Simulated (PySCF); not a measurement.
propyne (C₃H₄), SMILES C(C)#C. Atoms are numbered in the order given.

```xyz
7

C      0.0000     0.0000    -1.2360
C      0.0000     0.0000     0.2181
C      0.0000     0.0000     1.4176
H     -0.8833     0.5100    -1.6258
H      0.0000    -1.0199    -1.6258
H      0.8833     0.5100    -1.6258
H      0.0000     0.0000     2.4795
```
Charge 0, spin multiplicity 1.

Geometry: B3LYP-D3(BJ)/def2-TZVP.

Two levels are set side by side: PBE/pcSseg-2 (PySCF) and PBE0/pcSseg-2 (PySCF). GIAO shifts against TMS (¹H), TMS (¹³C) at the same level; non-relativistic, no solvent, atoms listed together averaged. Differences are taken from unrounded values.

```tsv
quantity	PBE
δ(¹³C) of C1 (ppm)	4.2
δ(¹³C) of C2 (ppm)	85.1
δ(¹³C) of C3 (ppm)	70.8
δ(¹H) of H4, H5, H6 (ppm)	1.87
δ(¹H) of H7 (ppm)	1.16
```

Task: These are the PBE values. What does PBE0 give? (The exact figures need the calculation; the answer reports its results.)

Result: 
| quantity | PBE0 | PBE minus PBE0 |
|---|---|---|
| δ(¹³C) of C1 (ppm) | 4.2 | 0.0 |
| δ(¹³C) of C2 (ppm) | 86.5 | -1.4 |
| δ(¹³C) of C3 (ppm) | 74.3 | -3.5 |
| δ(¹H) of H4, H5, H6 (ppm) | 1.82 | 0.05 |
| δ(¹H) of H7 (ppm) | 1.32 | -0.16 |

Rough cost on one machine, each run with all the roots and properties that it gave: PBE0 against PBE within a factor of 2.
